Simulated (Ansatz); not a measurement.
# AlNH+ (triplet): the correlation ladder, def2-QZVPP

An exercise on one series of results from a longer session: the logs are not shown, and one member is left open.

Method: def2-QZVPP, core rule «outside noble gas», up to 6 orbitals frozen; program: Ansatz 0.2.0, Gaussian basis.

Plan: UHF; ROHF; CCSD(T) on UHF.

2 further runs of the same task are left out: 2 set aside as unsound or not needed.

### The geometry

The geometry is a PBE0/def2-TZVP stationary point (not a proven minimum) of the parent state, kept for this charge and spin.

3 atoms, charge 1, spin multiplicity 3.

Atoms are counted from 1 here; the program's logs count them from 0.

Bond lengths: Al1–N2 1.737 Å, N2–H3 1.016 Å. Angles: Al1–N2–H3 130.8°.

Geometry (Å):

```tsv
atom	x (Å)	y (Å)	z (Å)
Al1	0.00000	0.03268	0.63653
N2	0.00000	-0.10666	-1.09530
H3	0.00000	0.60749	-1.81839
```

Set-up of the first run:

Input file in.yaml:

```yaml
crystal:
  periodic: [false, false, false]
  atoms:
    - {symbol: Al, position_ang: [0.000000, 0.032676, 0.636525]}
    - {symbol: N, position_ang: [0.000000, -0.106661, -1.095305]}
    - {symbol: H, position_ang: [0.000000, 0.607486, -1.818390]}
basis:
  gaussian: {orbitals: "def2-QZVPP.json"}
total_charge: 1
magnetization: {spin_polarized: true, initial_magnetization: 2}
hamiltonian: {xc: hf}
output: {orbitals: {seedname: orbitals}}
```

Command:

```bash
> ansatz run in.yaml --threads 1 --pin off --events-out ev --progress --plain --max-ram 3968MiB --backend cpu
```

Among the steps run: UHF; ROHF; CCSD(T) on UHF.

One table of the session follows, with a row left open; its other results are not shown here.

```
  method  from UCCSD(T) (meV)
    ROHF              +6605.0
     UHF                    ?
    UMP2               +698.1
   UCCSD               +256.0
UCCSD(T)                    0
```

Estimate the missing values for UHF.

**Answer.** from UCCSD(T) (meV): +6415.5. In the column «from UCCSD(T) (meV)» it lies between UMP2 (+698.1) and ROHF (+6605.0).
